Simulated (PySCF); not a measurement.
Complexes of boron trichloride

Gas-phase complexes of boron trichloride, each in one structure from a short search with a few starts, optimised by PBE0-D3(BJ)/def2-SVPD; other ways of binding may lie lower. Energies in kcal/mol, wB97M-D3(BJ)/def2-TZVPD, counterpoise-corrected (PySCF): interaction is complex less parts frozen as they stand in it, binding adds what it costs to deform them. Contacts are written partner···boron trichloride; electrostatic, Pauli and orbital are terms of the uncorrected same energy, whose rest is dispersion or correlation.

2 other partners are left out, for which the search missed the form known or expected to bind best.

Frequency runs check all these structures; an imaginary mode is left, so that the point isn't a minimum, in the complex with water (32i cm⁻¹).

**Question.** Order these partners of boron trichloride by binding energy, strongest first: phosphine, water, ammonia, dinitrogen, hydrogen sulfide.

**Answer.** ammonia (-26.3), water (-7.0), hydrogen sulfide (-2.0), phosphine (-1.7), dinitrogen (-1.2).
| partner | contact | distance (Å) | binding | interaction | electrostatic | Pauli | orbital |
| --- | --- | --- | --- | --- | --- | --- | --- |
| ammonia | N···B | 1.60 | -26.3 | -50.9 | -125.5 | 193.7 | -116.3 |
| water | O···B | 1.64 | -7.0 | -26.4 | -88.3 | 141.6 | -77.5 |
| hydrogen sulfide | S···B | 3.14 | -2.0 | -2.6 | -7.5 | 9.9 | -3.1 |
| phosphine | P···B | 3.25 | -1.7 | -2.2 | -6.2 | 8.4 | -2.6 |
| dinitrogen | N···B | 3.23 | -1.2 | -1.2 | -1.1 | 1.3 | -0.4 |
